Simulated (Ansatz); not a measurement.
Two shapes of singlet CH3BO.

Shape 1:

```xyz
6

B     0.0459    0.0052   -1.3555
C    -0.0220    0.0415    0.1996
O     0.0075   -0.0426    1.3397
H    -0.0123   -1.1327   -1.6461
H    -1.0127    0.5534   -1.6755
H     1.0223    0.5471   -1.6685
```

Shape 2:

```xyz
6

B     0.0000    0.0000   -1.2295
C     0.0000    0.0000    0.1681
O     0.0000    0.0000    1.2094
H     0.0000   -1.0866   -1.5122
H    -0.9410    0.5433   -1.5122
H     0.9410    0.5433   -1.5122
```

Basis set: cc-pVTZ (spherical functions). Left uncorrelated: 3 orbitals. Charge 0, multiplicity 1.

Computed with Ansatz (development build ahead of 0.2.0); each method stands on the lowest determinant of its kind that the runs found.

(1) Which shape is lower in energy, and by how much in each method?

Answers

(1)

| method | E(2) − E(1) (eV) |
| --- | --- |
| RHF | 0.801 |
| RHF-MP2 | 1.135 |

Shape 1 is lower. Caution: no unrestricted run beside it, a lower state can exist.
